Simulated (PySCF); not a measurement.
# BeH5P: the cost of one run

Programs: PySCF 2.14.0. All values are calculated, for the isolated system unless a continuum is named. Atoms count from 0, parts from 1.

### 1 The system as given

7 atoms, charge 0, multiplicity 1; geometry: GFN2-xTB. Parts: 1 = atoms 0–2, `[BeH2]`, charge 0; 2 = atoms 3–6, `P`, charge 0.

### 2 Geometry optimisation at PBE0-D3(BJ)/def2-TZVPD

What the job is given:

```
{"job": {"xc": "PBE0", "basis": "def2-TZVPD", "d3": "d3bj", "grid": 3, "kind": "geom", "shake": 0.01}, "charge": 0, "multiplicity": 1, "parts": [{"atoms": "0-2", "charge": 0, "multiplicity": 1}, {"atoms": "3-6", "charge": 0, "multiplicity": 1}]}
Be     0.179424    -0.036897     0.234917
H      0.606412    -0.632094    -0.825325
H     -0.923473     0.146617     0.955486
P      1.715345     1.515635     0.823836
H      1.820353     2.435060     1.836994
H      2.956320     1.730743     0.333760
H      1.121344     2.423765    -0.034716
```

Run with:

```sh
$ OMP_NUM_THREADS=1 python cluster_run.py task.json out
```

This one command runs all jobs of the session in turn.

Q: Estimate the wall time and peak memory of this first job on 1 thread of Arm Neoverse N1, shared host.

About 49 s, with a peak of 0.52 GiB.
